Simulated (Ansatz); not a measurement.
# BH2+ (singlet): wave-function methods side by side at angle H2–B1–H3 = 125.6°, aug-cc-pVTZ

How much of the correlation energy of BH2+ (singlet) does each wave-function method recover here?

Computed with Ansatz 0.2.0, Gaussian basis. Level: aug-cc-pVTZ, correlated electrons: outside noble gas.

To be run: UHF; CCSD(T) on RHF; BCCD(T) on RHF; CCSDT(Q) on RHF; CASSCF and NEVPT2, 4 electrons in 6 orbitals; Full CI.

### 1 What is computed

The geometry derives from a PBE0/def2-TZVP stationary point (not a proven minimum). One angle is set to the value named; bond lengths are kept.

3 atoms, charge 1, spin multiplicity 1.

Atoms are counted from 1 here; the program's logs count them from 0.

Bond lengths: B1–H2 1.179 Å, B1–H3 1.179 Å. Angles: H2–B1–H3 125.6°.

Coordinates:

| atom | x (Å) | y (Å) | z (Å) |
| --- | --- | --- | --- |
| B1 | -0.0847 | 0.0000 | 0.0000 |
| H2 | 0.4543 | 0.0000 | -1.0488 |
| H3 | 0.4543 | 0.0000 | 1.0488 |

In the tables R marks a restricted determinant and U an unrestricted one; 'valence' is the active space of 4 electrons in 6 orbitals; correlation energies count from the lowest restricted Hartree-Fock solution.

### 2 UHF

File in.yaml:

```yaml
crystal:
  periodic: [false, false, false]
  atoms:
    - {symbol: B, position_ang: [-0.084710, 0.000000, 0.000000]}
    - {symbol: H, position_ang: [0.454291, 0.000000, -1.048783]}
    - {symbol: H, position_ang: [0.454291, 0.000000, 1.048783]}
basis:
  gaussian: {orbitals: aug-cc-pVTZ}
total_charge: 1
magnetization: {spin_polarized: true, initial_magnetization: 0}
hamiltonian: {xc: hf}
output: {orbitals: {seedname: orbitals}}
```

On the command line:

```bash
ansatz run in.yaml --threads 1 --pin off --events-out ev --progress --plain --max-ram 2393MiB
```

The runs that follow: CCSD(T) on RHF; BCCD(T) on RHF; CCSDT(Q) on RHF; CASSCF and NEVPT2, 4 electrons in 6 orbitals; Full CI.

Before running them: what should the planned runs give, taken together? Wanted: correlation energy, FCI; RMP2 from FCI; RCCSD from FCI; RCCSD(T) from FCI; RCCSDT(Q) from FCI; NEVPT2 valence from FCI; T1 diagnostic; effectively unpaired electrons.

As calculated:

| quantity | value |
| --- | --- |
| correlation energy, FCI | -2.4486 eV |
| RMP2 from FCI | +511.1 meV |
| RCCSD from FCI | +36.1 meV |
| RCCSD(T) from FCI | +7.5 meV |
| RCCSDT(Q) from FCI | +0.1 meV |
| NEVPT2 valence from FCI | +240.3 meV |
| levels of the table within 1 kcal/mol (43 meV) | RCCSD, RCCSD(T), BCCD(T), RCCSDT, RCCSDT(Q) |
| T1 diagnostic | 0.009 |
| effectively unpaired electrons | 0.02 |

What this shows: RCCSD(T) misses by +7.5 meV, 0.3 % of the correlation energy. One determinant dominates. These misses are within one basis, not against nature; the frozen cores of restricted and unrestricted runs differ, which can shift their rows.
